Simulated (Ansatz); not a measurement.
**[OF2]+: from two basis sets to a third**

[OF2]+: 3 atoms, total charge +1, spin state doublet. SMILES: `F[O+]F`. The shape is that of a PBE0-D4/def2-TZVP optimisation.

MP2 correlation energies, 3 core orbitals frozen (Ansatz 0.2.0):

```
     basis  X  correlation energy (Eh)
cc-pVDZ-DK  2                -0.549613
cc-pVTZ-DK  3                -0.710478
cc-pVQZ-DK  4                        ?
```

Question: Take E(X) = E∞ + A/X³, fix the two constants on the known rows and predict the third.

Answer: 
1. A = (-0.549613 − (-0.710478))/(1/8 − 1/27) = 1.82878 Eh.
2. E∞ = -0.710478 − 1.82878/27 = -0.778211 Eh.
3. X = 4: -0.778211 + 1.82878/64 = -0.749636 Eh.

The run gave -0.769858 Eh, so the prediction is off by +20.2 mEh, 34 % of the last step. The small sets lie short of the range where X⁻³ holds, so the true step is larger than predicted.
